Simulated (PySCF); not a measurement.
methylenecyclopropene, C4H4, SMILES C=C1C=C1, point group C2v.

Force field and properties: B3LYP/pcSseg-1 (PySCF, grid level 2). Vibrational terms come from second-order perturbation theory with semi-diagonal cubic constants, by steps of ±0.6 along the normal coordinates of each isotopologue. The parent has the commonest isotopes.

Equilibrium geometry (Å):

```tsv
atom	x	y	z
C1	1.4730	0.0683	0.1149
C2	0.1511	0.0111	0.0005
C3	-1.1144	0.4893	-0.4955
C4	-1.1350	-0.5777	0.2753
H5	2.0421	0.8477	-0.3827
H6	2.0131	-0.6631	0.7086
H7	-1.6722	1.2073	-1.0815
H8	-1.7214	-1.3452	0.7622
```

Species: parent. Output of the displacement run:

```
mode    cm-1    km/mol   phi_rrr   E(+)/cm-1  E(-)/cm-1
  1    362.97     4.24      -0.2      66.12      66.14
  2    430.13    28.78      -0.4      78.13      78.15
  3    697.04    43.54      -0.0     128.15     128.19
  4    713.65     0.00       0.2     131.42     131.47
  5    768.54    80.94      -0.2     142.35     142.41
  6    843.98     0.20      45.2     153.75     150.50
  7    851.18     5.90      -0.5     153.48     153.51
  8    921.11     0.00       0.1     167.38     167.47
  9   1022.26     9.81       9.1     185.12     184.45
 10   1064.92     9.03      -0.1     192.17     192.17
 11   1119.85     9.69      -0.2     201.69     201.69
 12   1448.10     1.44     -76.6     258.25     263.77
 13   1602.72    24.96     411.7     303.82     274.20
 14   1826.56   196.42     130.3     333.89     324.52
 15   3135.67     1.93   -1323.9     519.41     614.59
 16   3219.44     8.19       1.1     582.36     582.28
 17   3223.80     3.73      -0.5     583.03     583.06
 18   3265.33     3.98    1356.7     639.24     541.72
```

For the shielding of H8 (σe = 23.47 ppm):

| mode | ω (cm⁻¹) | Σr φrrs (cm⁻¹) | ∂σ/∂q | ∂²σ/∂q² |
| --- | --- | --- | --- | --- |
| 1 | 363 | -1 | -0.122 | -0.073 |
| 2 | 430 | -1 | 0.000 | -0.148 |
| 3 | 697 | -1 | 0.000 | -0.242 |
| 4 | 714 | 0 | 0.000 | -0.042 |
| 5 | 769 | -3 | 0.000 | -0.033 |
| 6 | 844 | 318 | 0.123 | -0.123 |
| 7 | 851 | -3 | -0.251 | -0.104 |
| 8 | 921 | 0 | 0.000 | -0.342 |
| 9 | 1022 | -336 | -0.009 | -0.418 |
| 10 | 1065 | 0 | 0.071 | -0.207 |
| 11 | 1120 | -2 | 0.385 | -0.248 |
| 12 | 1448 | -44 | 0.017 | -0.017 |
| 13 | 1603 | 653 | 0.553 | -0.070 |
| 14 | 1827 | -304 | -0.248 | -0.029 |
| 15 | 3136 | -278 | 0.018 | -0.003 |
| 16 | 3219 | 0 | -0.141 | -0.002 |
| 17 | 3224 | 2 | 1.100 | 0.158 |
| 18 | 3265 | -177 | 0.901 | 0.094 |

**Question.** Work out the zero-point average of this shielding.

**Answer.** With ⟨qs⟩ = −Σr φrrs/(4ωs) and ⟨qs²⟩ = 1/2: the mean displacements are 0.001, 0.000, 0.000, 0.000, 0.001, -0.094, 0.001, 0.000, 0.082, 0.000, 0.001, 0.008, -0.102, 0.042, 0.022, 0.000, 0.000, 0.014. The anharmonic term Σ (∂σ/∂q)⟨q⟩ is -0.07 ppm, the harmonic term ¼ Σ ∂²σ/∂q² is -0.46 ppm, so ⟨σ⟩ = 22.94 ppm.
